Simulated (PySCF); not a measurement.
# CH2Cl2: the cost of one run

Programs: PySCF 2.14.0, with density-fitted response routines of our own. Each step states its level of theory. These are calculated values for one molecule, in the gas phase or a continuum, unless marked as measured. Atoms count from 0, in the outputs and in this text.

## (1) Starting geometry

5 atoms, charge 0, multiplicity 1; geometry from: GFN2-xTB. The atoms were then displaced at random by about 0.01 Å, so the start is not that level's minimum.

Bonds of the start (Å): Cl0–C1 1.74, C1–Cl2 1.76, C1–H3 1.08, C1–H4 1.10.

## (2) Geometry optimisation at PBE0-D3(BJ)/def2-TZVP

What the job is given:

```
{"job": {"xc": "PBE0", "basis": "def2-TZVP", "d3": "d3bj", "grid": 2, "shake": 0.01, "kind": "geom"}, "charge": 0, "multiplicity": 1}
Cl    -1.425160     0.842320    -0.043410
C     -0.006600    -0.160600     0.003810
Cl     1.457530     0.815040    -0.067430
H      0.026250    -0.708040     0.939540
H     -0.018450    -0.822700    -0.870410
```

On the command line:

```console
> OMP_NUM_THREADS=1 python probes_run.py task.json out
```

The driver reads the jobs from task.json and runs them one after another.

**Question.** How long does this first job take on 1 thread of Arm Neoverse V2, shared host, and how much memory does it need?

About 13 s, with a peak of 0.46 GiB.
